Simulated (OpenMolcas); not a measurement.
**Exact exchange and the electronic atomisation energy of C2N2 (bisisocyanide)**

The species is C2N2 (4 atoms), meant as a singlet with charge 0. SMILES: `[C-]#[N+][N+]#[C-]`. The coordinates come from a PBE0-D4/def2-TZVP relaxation.

The electronic atomisation energy y, in eV, basis cc-pVTZ; a is the functional's share of exact exchange. Programs: OpenMolcas 26.06.

| functional | program | a | y (eV) |
| --- | --- | --- | --- |
| BLYP | OpenMolcas | 0 | 19.48 |
| TPSS | OpenMolcas | 0 | 18.86 |
| B3LYP | OpenMolcas | 0.2 | ? |
| PBE0 | OpenMolcas | 0.25 | 18.91 |
| BHLYP | OpenMolcas | 0.5 | 17.10 |

Question: Fit y = c + s·a to the known rows and predict B3LYP.

Answer: 
1. Means of the 4 rows: a = 0.1875, y = 18.587.
2. Σ(Δa)² = 0.17188, Σ(Δa·Δy) = -0.66312, so the slope is -0.66312/0.17188 = -3.858.
3. Intercept: 18.587 − (-3.858) × 0.1875 = 19.310. The largest residual of the fit is 0.56.
4. B3LYP: 19.310 + (-3.858) × 0.2 = 18.54 eV.

The run gave 18.78 eV, so the prediction is off by -0.24 eV, within the scatter of the fit. The rows mix families of semi-local functionals, which the line can't see.
